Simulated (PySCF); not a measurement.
Gas-phase reaction: 2 SiO(OH)₂ ⇌ 2 SiH + 5 O + H₂O

Energies from PySCF, thermal terms from the rigid-rotor harmonic-oscillator model, ideal gas at 1 bar. † marks an energy on the PBE0/def2-TZVP geometry and frequencies; other levels use their own. MP2 freezes the core. 6-31G* has spherical d functions here. Open shells (unrestricted): SiH (multiplicity 2, electronic degeneracy 4), O (multiplicity 3, electronic degeneracy 9); the rest are closed-shell singlets. Spin-orbit splitting is ignored; it lowers the true energy and changes the entropy of SiH, O. B3LYP is the form with VWN-RPA correlation. SiO(OH)₂: computed as isolated molecules; such fragments, hydroxides, amides, oligomers or adducts are transient or little studied in the gas. MP2 isn't extrapolated to the basis-set limit; its ΔH°(298 K) is 3173.2 kJ in def2-SVP and 3486.2 kJ in def2-TZVPP. The harmonic model lacks anharmonicity and excited electronic states, which grow with temperature; levels with a mode under 35 cm⁻¹ are left out. Internal rotation in SiO(OH)₂ is treated as a harmonic vibration of one conformer, which makes the entropy rough.

ΔH° and ΔS° at 298 K: B3LYP/6-31G* 3100 kJ, 808 J/K; B3LYP/def2-TZVP† 3250 kJ, 811 J/K; HF/6-31G* 1930 kJ, 817 J/K; HF/def2-TZVP† 2113 kJ, 811 J/K; M06-2X/def2-TZVP† 3366 kJ, 811 J/K; MP2/def2-SVP† 3173 kJ, 811 J/K.

Task: With the heat capacities included, give log10 K (1 bar) at 500, 1400, 1600, 1800, 2500 K from B3LYP/6-31G*, B3LYP/def2-TZVP†, HF/6-31G*, HF/def2-TZVP†, M06-2X/def2-TZVP†, MP2/def2-SVP†.

Result: 
| T (K) | B3LYP/6-31G* | B3LYP/def2-TZVP† | HF/6-31G* | HF/def2-TZVP† | M06-2X/def2-TZVP† | MP2/def2-SVP† |
|---|---|---|---|---|---|---|
| 500 | -281.4 | -296.9 | -158.7 | -178.2 | -309.1 | -288.9 |
| 1400 | -72.9 | -78.4 | -28.7 | -36.0 | -82.7 | -75.5 |
| 1600 | -58.5 | -63.2 | -19.7 | -26.1 | -67.0 | -60.7 |
| 1800 | -47.3 | -51.5 | -12.7 | -18.5 | -54.8 | -49.2 |
| 2500 | -22.2 | -25.2 | 2.9 | -1.4 | -27.6 | -23.6 |
